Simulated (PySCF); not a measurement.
## How the method moves the HOMO and LUMO of `COC1=C[C@@H]1F`

Species: C4H5FO.
Numbering: `[CH3:1][O:2][C:3]1=[CH:4][C@@H:5]1[F:6]` (hydrogens: H7, H8, H9 on C1; H10 on C4; H11 on C5)

Structure used (PBE0-D3(BJ)/def2-SVP), in Å, numbered top down from 1:
```
atom  x, y, z in Å
C1    -1.7601    0.3765   -0.1558
O2    -0.8484   -0.4430   -0.8697
C3     0.3945   -0.4004   -0.4455
C4     1.6284   -0.8275   -0.5476
C5     1.3250    0.1265    0.5418
F6     1.2422   -0.3276    1.8462
H7    -2.7636    0.1151   -0.5119
H8    -1.6894    0.1879    0.9268
H9    -1.5704    1.4433   -0.3535
H10    2.3904   -1.4418   -1.0186
H11    1.6928    1.1645    0.5711
```

Basis pcSseg-2 throughout (PySCF), one geometry. The structure is a single PBE0-D3(BJ)/def2-SVP conformer in the gas phase; no vibrational or solvent corrections.

Q: How do the orbital energies, the gap and the dipole change with the method?

A: 
| method | kind | HOMO (eV) | LUMO (eV) | gap (eV) | μ (D) | SCF cycles |
| --- | --- | --- | --- | --- | --- | --- |
| BLYP | GGA | -5.97 | -0.49 | 5.48 | 2.11 | 16 |
| B97-D | GGA | -6.08 | -0.47 | 5.61 | 2.10 | 15 |
| OPBE | GGA | -6.10 | -0.43 | 5.67 | 2.07 | 16 |
| PBE | GGA | -6.12 | -0.60 | 5.52 | 2.10 | 15 |
| KT2 | GGA | -6.16 | -0.56 | 5.60 | 2.09 | 16 |
| KT3 | GGA | -6.18 | -0.53 | 5.65 | 2.08 | 16 |
| BP86 | GGA | -6.20 | -0.65 | 5.54 | 2.10 | 15 |
| LDA | LDA | -6.30 | -0.87 | 5.44 | 2.13 | 15 |
| B97-2 | global hybrid | -7.07 | 0.40 | 7.47 | 2.11 | 14 |
| B3LYP | global hybrid | -7.10 | 0.16 | 7.26 | 2.13 | 14 |
| PBE0 | global hybrid | -7.32 | 0.43 | 7.75 | 2.11 | 14 |
| mPW1PW91 | global hybrid | -7.34 | 0.42 | 7.76 | 2.11 | 14 |
| BHandHLYP | global hybrid | -8.40 | 1.07 | 9.47 | 2.15 | 13 |
| CAM-B3LYP | range-separated hybrid | -8.64 | 1.24 | 9.88 | 2.14 | 13 |
| wB97X-D | range-separated hybrid | -9.12 | 2.26 | 11.38 | 2.11 | 14 |
| LC-wPBE | range-separated hybrid | -9.96 | 2.36 | 12.32 | 2.12 | 14 |
| HF | Hartree–Fock | -10.01 | 2.60 | 12.61 | 2.18 | 11 |

The HOMO spans 4.04 eV, from BLYP down to HF, and the gap runs from 5.44 eV (LDA) to 12.61 eV (HF). Over the methods BLYP (0 %), B97-D (0 %), OPBE (0 %), PBE (0 %), KT2 (0 %), KT3 (0 %), BP86 (0 %), LDA (0 %), B97-2 (21 %), B3LYP (20 %), PBE0 (25 %), mPW1PW91 (25 %), BHandHLYP (50 %), HF (100 %), a straight line through the gap against the share of exact exchange rises by 0.73 eV for each 10 % (correlation coefficient 0.995). The dipole ranges from 2.07 D (OPBE) to 2.18 D (HF). This basis has no diffuse functions.
